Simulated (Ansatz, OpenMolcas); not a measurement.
# [SiH3]+ (SMILES [SiH3+]): methods side by side

The species is [SiH3]+ (4 atoms), meant as a singlet with charge +1. SMILES: `[SiH3+]`. The coordinates come from a PBE0-D4/def2-TZVP relaxation.

```xyz
4

Si    0.0000    0.0000    0.0000
H     0.6869    0.6754    1.1130
H    -0.1184   -1.4672   -0.0099
H    -0.5685    0.7917   -1.1031
```

Quantity: the energy change with the Si1–H2 bond stretched from 1.472 to 3.238 Å, in eV. The values are calculated.

| level | kind | program | value (eV) | CPU time (all runs) |
| --- | --- | --- | --- | --- |
| SVWN5/aug-cc-pVTZ (restricted) | LDA | Ansatz | 4.13 | 7 s |
| M06-2X/aug-cc-pVTZ (restricted) | hybrid meta-GGA | OpenMolcas | 4.88 | 48 s |
| HSE06/aug-cc-pVTZ (restricted) | range-separated hybrid | Ansatz | 4.65 | 11 s |
| wB97X/aug-cc-pVTZ (restricted) | range-separated hybrid | Ansatz | 5.17 | 31 s |
| PBE-QIDH/aug-cc-pVTZ (restricted) | double hybrid | Ansatz | 4.95 | 12 s |
| RPA@PBE0/aug-cc-pVTZ (restricted) | RPA | Ansatz | 4.48 | 17 s |
| MP2/aug-cc-pVTZ (restricted) | perturbation theory | OpenMolcas | 4.86 | 21 s |
| BCCD(T)/aug-cc-pVTZ (restricted) | coupled cluster or CI | Ansatz | 3.90 | 25 s |

The first shape isn't each level's own minimum. The values span 3.90 to 5.17 eV. In so small a basis fixed costs decide the times, and correlated methods can beat functionals. Times are those of the runs behind each value, whatever else they computed, on shared processors of several kinds: orders of magnitude only.
